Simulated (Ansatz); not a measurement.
**H6Si2: where a starting geometry ends**

The starting geometry of this gas-phase triplet was optimised with GFN2-xTB as a singlet; its bonds are those of `[SiH3][SiH3]`.

```yaml
atoms:
  - { symbol: Si, position_ang: [-0.0322, -0.2885, 1.6243] }
  - { symbol: Si, position_ang: [2.0452, -0.0018, 0.6672] }
  - { symbol: H, position_ang: [-0.8023, -1.3588, 0.9838] }
  - { symbol: H, position_ang: [-0.8597, 0.9186, 1.5418] }
  - { symbol: H, position_ang: [0.0484, -0.6348, 3.0465] }
  - { symbol: H, position_ang: [2.8795, -1.2030, 0.7663] }
  - { symbol: H, position_ang: [2.8080, 1.0810, 1.2954] }
  - { symbol: H, position_ang: [1.9652, 0.3260, -0.7594] }
```

Task: Predict what becomes of its bonds when it is optimised with r2SCAN-D4/def2-TZVP.

Result: It falls apart into H3Si + H3Si. Contacts that open: Si1–Si2 (2.31 → 3.80 Å).

The energy falls by 3.22 eV over 18 steps:

```tsv
step	E − E(last) (eV)
1	3.219
3	2.138
5	0.537
7	0.097
9	0.014
10	0.003
12	0.001
14	0.000
16	0.000
18	0.000
```

Final geometry (Å):

```xyz
8

Si   -0.7810    0.1772    1.7037
Si    2.7965   -0.4683    0.5892
H    -0.8977   -1.0333    0.8525
H    -2.1082    0.7949    1.9555
H    -0.0681   -0.1150    2.9724
H     4.1271   -1.0768    0.3331
H     2.9079    0.7453    1.4365
H     2.0755   -0.1854   -0.6771
```

The end wasn't checked by frequencies. Open shells are spin-unrestricted. The triplet needn't be the ground state. Run with Ansatz 0.2.0, 3.8 min on 2 threads of Arm Neoverse N1 (shared host).
